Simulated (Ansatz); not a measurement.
AlH$_{2}$S$_{2}$, SMILES `[SH][Al][SH]` radical from Hartree–Fock to CCSD(T)

```tsv
atom	x (Å)	y (Å)	z (Å)
S1	0.037	-1.945	0.952
Al2	-0.952	-0.111	0.248
S3	0.339	1.368	-0.745
H4	1.244	-1.543	0.510
H5	-0.668	2.230	-0.964
```

Charge 0, multiplicity 2. Geometry: relaxed with PBE0-D4/def2-TZVP. It is one conformer, not always the lowest. Frozen core, unrestricted reference, Ansatz. CBS rows extrapolate triple and quadruple zeta.

```csv
basis,HF (Eh),MP2 corr.,CCSD corr.,(T),CCSD(T) total
def2-TZVPP,-1038.24487,-0.40771,?,?,?
def2-QZVPP,-1038.27404,-0.44449,?,-0.02492,?
CBS(def2),-1038.27806,-0.47174,-0.50451,?,?
```

Question: Fill in the withheld values. (An estimate is asked.)

Answer: Ansatz gave: def2-TZVPP CCSD corr.: -0.44888; def2-TZVPP (T): -0.02145; def2-TZVPP CCSD(T) total: -1038.71520; def2-QZVPP CCSD corr.: -0.48083; def2-QZVPP CCSD(T) total: -1038.77979; CBS(def2) (T): -0.02748; CBS(def2) CCSD(T) total: -1038.81005.
